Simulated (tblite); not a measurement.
Species: C4H2Cl2.
Numbering: `[Cl:1]/[CH:2]=[C:3]1[CH:4]=[C:5]/1[Cl:6]` (hydrogens: H7 on C2; H8 on C4)

Computed with GFN2-xTB (tblite), gas phase: Langevin dynamics at 300 K from the optimised GFN2-xTB geometry, time step 0.5 fs, friction 0.01 fs⁻¹, 2000 steps.

Start geometry:
```
atom  x, y, z in Å
Cl1     2.330    1.383    0.266
C2      1.444   -0.115    0.236
C3      0.141   -0.137    0.354
C4     -1.149   -0.820    0.421
C5     -1.150    0.503    0.518
Cl6    -1.995    1.926    0.696
H7      2.061   -0.987    0.116
H8     -1.672   -1.744    0.403
```

The statistics below take the 31 frames saved every 25 fs from 250 to 1000 fs; their kinetic temperature (all 3N coordinates) averages 254 K.

Problem. Give the mean, spread and extremes of the bond lengths.

Solution. 
```tsv
bond	start (Å)	mean (Å)	standard deviation (Å)	shortest (Å)	longest (Å)
Cl1–C2	1.741	1.749	0.030	1.681	1.851
C2=C3	1.308	1.310	0.015	1.279	1.338
C3–C4	1.462	1.462	0.028	1.410	1.513
C4=C5	1.326	1.326	0.016	1.301	1.372
C5–Cl6	1.664	1.668	0.035	1.606	1.733
C3–C5	1.450	1.450	0.027	1.399	1.517
C2–H7	1.075	1.079	0.030	0.997	1.146
C4–H8	1.062	1.066	0.017	1.025	1.099
```

Problem. Give the same statistics for bond angles, one of each kind among heavy atoms.

Solution. 
```tsv
angle	start (°)	mean (°)	standard deviation (°)	smallest (°)	largest (°)
Cl1–C2–C3	121.3	120.8	2.6	115.4	126.6
C2–C3–C4	153.0	152.5	3.7	142.5	160.0
C2–C3–C5	152.8	151.8	4.5	142.5	164.4
C4–C3–C5	54.2	54.2	1.1	51.8	56.5
C3–C4–C5	62.5	62.5	1.7	59.7	66.2
C4–C5–Cl6	149.4	148.7	4.1	141.8	157.5
C3–C5–C4	63.3	63.4	1.6	59.8	66.7
C3–C5–Cl6	147.2	146.6	3.7	140.5	154.1
```

The run is classical and short, so these are rough statistics of one trajectory.

What follows is the cost of the whole dynamics run. On an AMD EPYC 9R14 with one thread, on a shared host, this took 7.7 s and 0.18 GiB of memory at its peak.
